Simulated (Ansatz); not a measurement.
Relaxation of BH4NO (7 atoms, charge 0, multiplicity 1), to a largest force component of 0.015 eV/Å in at most 40 steps.

Computed with RKS PBE/def2-SVP (Ansatz).

```xyz
7
Properties=species:S:1:pos:R:3
N -0.752 0.096 -0.748
B 0.234 0.150 0.351
O 0.309 1.371 1.107
H -1.425 -0.587 -0.520
H -1.300 1.049 -0.744
H 0.937 -0.782 0.617
H -0.328 1.244 1.906
```

Question: Where does it end, and by what steps?

Answer: The run converged. After 9 steps the energy has fallen by 1.242 eV; H7 moved furthest, 0.95 Å.

```tsv
step	energy less start (eV)	largest force component (eV/Å)	accepted
0	0.0000	3.579	yes
1	-0.3999	1.698	yes
2	-0.5503	2.126	yes
3	-0.8054	0.953	yes
4	-0.9826	0.763	yes
5	-1.1651	0.420	yes
6	-1.2375	0.182	yes
7	-1.2352	0.175	no
8	-1.2416	0.015	yes
9	-1.2416	0.008	yes
```

```xyz
7
Properties=species:S:1:pos:R:3
N -0.928 0.126 -0.582
B -0.069 0.220 0.531
O -0.014 1.409 1.231
H -1.016 -0.719 -1.141
H -1.512 0.903 -0.894
H 0.605 -0.750 0.849
H 0.609 1.352 1.973
```

Whether the end is a true minimum wasn't checked by a vibrational analysis.

Time of the run: 14 s on 1 thread of Intel(R) Xeon(R) Platinum 8488C (Sapphire Rapids) (shared host), peak memory 0.13 GiB.
